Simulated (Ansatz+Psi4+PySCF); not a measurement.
Values are calculated unless marked as measured or tabulated.
Input for PySCF 2.14.0:

```python
from pyscf import gto, scf, mp

# the (T+d) and (D+d) sets load through basis_set_exchange
mol = gto.M(atom="""
Si 0.000000 0.000000 -0.007080
S 0.000000 0.000000 2.323080
""", basis='cc-pv(t+d)z', charge=1, spin=1)
mf = scf.UHF(mol)
mf.kernel()
pt = mp.MP2(mf, frozen=10).run()
print(mf.e_tot, pt.e_corr, pt.e_tot)
```

The script is written out from the run's settings.

Output:

| Item | Value |
| --- | --- |
| Converged | yes |
| Reference energy | -686.10770 hartree |
| Correlation energy | -0.22043 hartree |
| Total energy | -686.32813 hartree |
| Spin squared of the determinant | 1.138 |

Messages of the program:
```
WARN: HOMO -0.284873268257249 >= LUMO -0.284873268257249
WARN: HOMO -0.284873268257249 >= LUMO -0.284873268257249
```

This is not the lowest solution: another run reaches a determinant 1.37 eV lower. Caution: large amplitudes, a single reference is doubtful; the unrestricted determinant is spin contaminated; MP2 on this radical cation hangs on the determinant chosen; another reference gives a lower total.
